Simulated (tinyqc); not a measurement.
Inside a calculation. Method: UHF in the sto-6g basis, for LiH, spin multiplicity 1. One step of it, computed by the program tinyqc.

Question. Orthogonalisation. S = U s U^T; symmetric (Loewdin) form X = U s^(-1/2) U^T, so that X^T S X = 1.

overlap S, order 1Li 1s, 1Li 2s, 1Li 2px, 1Li 2py, 1Li 2pz, 2H 1s:
$$\begin{pmatrix}
1.000000 & 0.235742 & 0.000000 & 0.000000 & 0.000000 & 0.015786 \\
0.235742 & 1.000000 & 0.000000 & 0.000000 & 0.000000 & 0.244278 \\
0.000000 & 0.000000 & 1.000000 & 0.000000 & 0.000000 & 0.000000 \\
0.000000 & 0.000000 & 0.000000 & 1.000000 & 0.000000 & 0.000000 \\
0.000000 & 0.000000 & 0.000000 & 0.000000 & 1.000000 & 0.353022 \\
0.015786 & 0.244278 & 0.000000 & 0.000000 & 0.353022 & 1.000000
\end{pmatrix}$$

Give: eigenvalues of S; X.

Answer.

eigenvalues of S: [0.551, 0.812, 1.000, 1.000, 1.178, 1.460]

X, order 1Li 1s, 1Li 2s, 1Li 2px, 1Li 2py, 1Li 2pz, 2H 1s:
$$\begin{pmatrix}
1.022 & -0.126 & 0.000 & 0.000 & -0.005 & 0.017 \\
-0.126 & 1.049 & 0.000 & 0.000 & 0.039 & -0.142 \\
0.000 & 0.000 & 1.000 & 0.000 & 0.000 & 0.000 \\
0.000 & 0.000 & 0.000 & 1.000 & 0.000 & 0.000 \\
-0.005 & 0.039 & 0.000 & 0.000 & 1.054 & -0.201 \\
0.017 & -0.142 & 0.000 & 0.000 & -0.201 & 1.081
\end{pmatrix}$$
